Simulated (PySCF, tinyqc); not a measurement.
CIS and TDHF on RHF in the sto-3g basis, for LiH, spin multiplicity 1, step by step. The lowest restricted solution is unstable here: a spin-polarised one lies 0.0107 hartree lower (PySCF). One step of it, computed by the program tinyqc.

Task: CIS matrix, singlets. A(ia,jb) = (e_a - e_i) d_ij d_ab + 2 (ia|jb) - (ij|ab).

orbital energies (hartree): MO1 -2.370714, MO2 -0.225406, MO3 0.068685, MO4 0.158957, MO5 0.158957, MO6 0.358801

Two-electron integrals over orbitals (pq|rs), unique and non-zero (hartree):
```
(11|11) 1.659405    (21|11) -0.097683   (21|21) 0.009898    (22|11) 0.303914
(22|21) 0.002194    (22|22) 0.441501    (31|11) -0.142272   (31|21) 0.010711
(31|22) -0.010367   (31|31) 0.022032    (32|11) 0.033105    (32|21) -0.002510
(32|22) -0.063524   (32|31) -0.000348   (32|32) 0.025379    (33|11) 0.388818
(33|21) -0.008478   (33|22) 0.212238    (33|31) 0.000644    (33|32) 0.016261
(33|33) 0.324455    (41|41) 0.009802    (42|41) 0.007280    (42|42) 0.020941
(43|41) 0.010417    (43|42) 0.020818    (43|43) 0.041390    (44|11) 0.396344
(44|21) -0.003520   (44|22) 0.238800    (44|31) -0.005073   (44|32) 0.016632
(44|33) 0.278410    (44|44) 0.312946    (51|51) 0.009802    (52|51) 0.007280
(52|52) 0.020941    (53|51) 0.010417    (53|52) 0.020818    (53|53) 0.041390
(54|54) 0.016869    (55|11) 0.396344    (55|21) -0.003520   (55|22) 0.238800
(55|31) -0.005073   (55|32) 0.016632    (55|33) 0.278410    (55|44) 0.279207
(55|55) 0.312946    (61|11) 0.067403    (61|21) -0.008884   (61|22) -0.007142
(61|31) -0.004386   (61|32) 0.002859    (61|33) 0.011636    (61|44) 0.001630
(61|55) 0.001630    (61|61) 0.010627    (62|11) -0.084624   (62|21) 0.001134
(62|22) 0.105124    (62|31) 0.004539    (62|32) -0.048644   (62|33) -0.017670
(62|44) -0.040714   (62|55) -0.040714   (62|61) 0.001354    (62|62) 0.131856
(63|11) 0.026134    (63|21) -0.002150   (63|22) -0.061235   (63|31) 0.003918
(63|32) 0.021114    (63|33) 0.037057    (63|44) 0.010104    (63|55) 0.010104
(63|61) 0.004627    (63|62) -0.042152   (63|63) 0.034195    (64|41) -0.005617
(64|42) -0.017909   (64|43) -0.011241   (64|64) 0.018792    (65|51) -0.005617
(65|52) -0.017909   (65|53) -0.011241   (65|65) 0.018792    (66|11) 0.348589
(66|21) 0.000488    (66|22) 0.411774    (66|31) -0.010353   (66|32) -0.050501
(66|33) 0.239072    (66|44) 0.255658    (66|55) 0.255658    (66|61) -0.005267
(66|62) 0.088324    (66|63) -0.047128   (66|66) 0.405406
```

Give: CIS matrix A, singlet.

Result:

CIS matrix A, singlet (hartree), lower triangle:
```
         1>3     1>4     1>5     1>6      2>3     2>4     2>5     2>6
1>3   2.0946
1>4   0.0000  2.1529
1>5   0.0000  0.0000  2.1529
1>6  -0.0349  0.0000  0.0000  2.4022
2>3   0.0078  0.0000  0.0000  0.0079   0.1326
2>4   0.0000  0.0181  0.0000  0.0000   0.0000  0.1874
2>5   0.0000  0.0000  0.0181  0.0000   0.0000  0.0000  0.1874
2>6   0.0112  0.0000  0.0000  0.0022  -0.0361  0.0000  0.0000  0.4361
```
